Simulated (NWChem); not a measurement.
formamide (CH3NO); SMILES NC=O

```xyz
6

N     -0.1838     1.0729     0.0000
C      0.3844    -0.1567     0.0000
O     -0.2170    -1.2023     0.0000
H     -1.1937     1.1499     0.0000
H      0.3750     1.9139     0.0000
H      1.5020    -0.1003     0.0000
```
Atoms are numbered in this order, from 1.

All runs: NWChem. Pople sets run with spherical d functions. Structure relaxed at the PBE0/def2-SVP level. Core excitations by TDA in a window of 1s orbitals, non-relativistic and unshifted: absolute energies depend strongly on the exact-exchange share.

```json
[
 {"level": "C K edge, BHandHLYP/cc-pVTZ", "first 1s excitation (eV)": "?", "dipole oscillator strength of the first": "?", "first state with f > 0.002 (eV)": "?", "dipole oscillator strength of that state": "?"},
 {"level": "C K edge, PBE/6-311G**", "first 1s excitation (eV)": "271.4", "dipole oscillator strength of the first": "0.0459", "first state with f > 0.002 (eV)": "271.4", "dipole oscillator strength of that state": "0.0459"},
 {"level": "N K edge, PBE/cc-pVTZ", "first 1s excitation (eV)": "381.2", "dipole oscillator strength of the first": "0.0121", "first state with f > 0.002 (eV)": "381.2", "dipole oscillator strength of that state": "0.0121"},
 {"level": "N K edge, B3LYP/6-311G**", "first 1s excitation (eV)": "388.9", "dipole oscillator strength of the first": "0.0163", "first state with f > 0.002 (eV)": "388.9", "dipole oscillator strength of that state": "0.0163"}
]
```

**Question.** Some entries are withheld; supply them.

**Answer.** 
- C K edge, BHandHLYP/cc-pVTZ, first 1s excitation (eV): 284.9
- C K edge, BHandHLYP/cc-pVTZ, dipole oscillator strength of the first: 0.0805
- C K edge, BHandHLYP/cc-pVTZ, first state with f > 0.002 (eV): 284.9
- C K edge, BHandHLYP/cc-pVTZ, dipole oscillator strength of that state: 0.0805
